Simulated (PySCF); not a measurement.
C5H6F (doublet state).
Numbering: `[F:1][CH:2]=[C:3]1[CH2:4][CH:5][CH2:6]1` (hydrogens: H7 on C2; H8, H9 on C4; H10 on C5; H11, H12 on C6)

Cartesian coordinates in Å at the GFN2-xTB level; atoms count from 1:
```xyz
12
C5H6F angstrom
F      2.721   -0.236    0.554
C      1.700    0.604    0.280
C      0.475    0.173    0.072
C     -0.823    0.876   -0.241
C     -1.459   -0.470   -0.251
C     -0.191   -1.183    0.058
H      2.020    1.636    0.256
H     -0.834    1.421   -1.192
H     -1.169    1.569    0.533
H     -2.466   -0.798   -0.393
H     -0.155   -1.724    1.010
H      0.182   -1.868   -0.712
```

Method: PySCF 2.14.0, UKS B3LYP, pcH-1 on C F H, non-relativistic, mean-field spin-orbit, GIAO. Geometry: GFN2-xTB; no solvent, vibrations or thermal averaging. Couplings are sensitive to structure, and on GFN2-xTB geometries they can be far from those on DFT ones. The SCF solution wasn't tested for stability.

(1) What is the g tensor, term by term?

(2) What are the electron Larmor frequencies g μB B/h along the three axes at 3350 mT?

(3) What effective moment and Curie constant follow for a powder?

(4) Average each term over the three axes. Which is largest in size?

(5) In a frozen sample, at which fields do the three g values resonate at 9.5, 34, 94 and 263 GHz (hyperfine left aside), and which band first spreads them over more than twice a line width of 0.5 mT?

## Answers

(1) 
| Δg (ppm) | 1 | 2 | 3 |
| --- | --- | --- | --- |
| relativistic mass correction | -134 | -134 | -134 |
| gauge correction | 2 | 18 | 22 |
| orbital Zeeman/spin–orbit | -19 | 657 | 741 |
| total | -151 | 540 | 629 |

So g = 2.00217, 2.00286, 2.00295 and g_iso = 2.00266; the tensor is close to axial: the two nearest values differ by 11 % of g3 − g1. Axes: g3 points within 2° of the C5–H10 bond.

(2) 93.8765, 93.9089, 93.9131 GHz for g1, g2 and g3, a range of 36.6 MHz.

(3) With the mean of g² = 4.0106 and S(S+1) = 0.75: μ_eff = √(⟨g²⟩S(S+1)) = 1.734 μB and χT = 0.12505·⟨g²⟩·S(S+1) = 0.376 cm³ K/mol (cgs; spin-Hamiltonian part alone).

(4) The orbital-Zeeman/spin–orbit term 460, the mass correction -134 and the gauge correction 14 ppm, for a total of 339 ppm. The orbital-Zeeman/spin–orbit term is the largest in size. The mass correction is the same along every axis, so the anisotropy comes from the other two: their spans along these axes are 21 (gauge) and 760 ppm (orbital Zeeman/spin–orbit).

(5) 
| band | GHz | B(g3) mT | B(g2) mT | B(g1) mT | spread mT |
| --- | --- | --- | --- | --- | --- |
| X | 9.5 | 338.88 | 338.89 | 339.01 | 0.13 |
| Q | 34.0 | 1212.82 | 1212.88 | 1213.30 | 0.47 |
| W | 94.0 | 3353.10 | 3353.25 | 3354.41 | 1.31 |
| J | 263.0 | 9381.55 | 9381.96 | 9385.20 | 3.66 |

The spread grows in proportion to the frequency. W band is the first where it exceeds 1.0 mT.

The Mulliken spin populations are largest on C5 (+1.02), C6 (-0.09) and C4 (-0.09). No atom but C5 exceeds +0.15. The positive populations add up to 1.24 and the negative ones to -0.24, together 2S = 1. The angles at C5 add up to 360.0°, so it is planar; its axial dipolar tensor and the negative coupling of its proton fit spin in a p orbital normal to that plane.

The HOMO–LUMO gaps are 5.69 eV among the α and 5.22 eV among the β orbitals.
